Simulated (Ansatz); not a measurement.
`C=C/C=C\O` → `C#CCOC`  (isomerisation)

Isolated molecules relaxed with PBE0-D4/def2-TZVP in Ansatz; ΔE leaves out vibrations. CBS: MP2 limit from def2 TZ/QZ plus the TZ coupled-cluster correction, frozen cores. This one scheme is used for every species. DFT in def2-TZVPP. B3LYP here is the variant with VWN-RPA as its local correlation; programs differ in this. Each species was taken in one conformer, which may not be the lowest.

```csv
level,ΔE (kcal/mol)
PBE0-D4,36.3
PBE,37.1
B3LYP,34.1
CCSD/def2-TZVPP,30.8
```

Task: What does CCSD(T)/CBS give? (An estimate is asked.)

Result: Ansatz gave: +32.3 kcal/mol. The listed levels differ from it by 4.0, 4.8, 1.8, -1.5 kcal/mol.

Largest T1 diagnostic among the species: 0.012.

From PBE to PBE0 (25 % exact exchange), in def2-TZVPP and without D4, ΔE moves by −1.1 kcal/mol. In def2-TZVPP, CCSD(T) changes the Hartree–Fock value by +2.6 kcal/mol (the triples alone add +1.1 kcal/mol) and MP2 by +1.5 kcal/mol.
